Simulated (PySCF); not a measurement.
Isomers of CH3NO, one conformer each. The calculation used core-valence-separated Tamm–Dancoff BHandHLYP/aug-pcX-1 (pcseg-1 on H) in PySCF, non-relativistic, gas phase, PBE0-D3(BJ)/def2-SVP geometry. The energies are unshifted.

P. `C=NO`
Q. `CN=O`

Main lines, eV (oscillator strength):
1. C K: 282.8 (0.061), 286.8 (0.012), 287.2 (0.030), 288.3 (0.013); N K: 397.5 (0.068), 401.2 (0.054), 402.8 (0.009), 404.7 (0.007); O K: 533.3 (0.020), 533.4 (0.010), 534.0 (0.061), 535.9 (0.008), 536.6 (0.009)
2. C K: 286.3 (0.023), 287.1 (0.039), 287.2 (0.015), 287.2 (0.030), 288.6 (0.005); N K: 396.1 (0.082), 404.4 (0.031), 406.0 (0.009), 406.3 (0.011); O K: 527.8 (0.061), 537.2 (0.010), 538.1 (0.009)
Listed: the first five lines at most of each edge with a tenth or more of its strongest line's intensity; roots within 0.03 eV on the same or equivalent atoms are summed. Only the lowest roots were sought, and the top ones are left out.

Which spectrum belongs to which isomer?

1 = P, 2 = Q.
- P: first C line listed at 282.8 eV, hole on the C=N carbon (1s→π*); first N line listed at 397.5 eV, hole on the oxime nitrogen (1s→π*); first O line listed at 533.3 eV, hole on the hydroxyl oxygen.
- Q: first C line listed at 286.3 eV, hole on the N-methyl carbon; first N line listed at 396.1 eV, hole on the nitroso nitrogen; first O line listed at 527.8 eV, hole on the nitroso oxygen.

What are the ground-state energies of the isomers at BHandHLYP/aug-pcX-1 (pcseg-1 on H), relative to the lowest?

P 0.0, Q 51.9 kJ/mol (electronic energies on these geometries, no dispersion or zero-point terms).
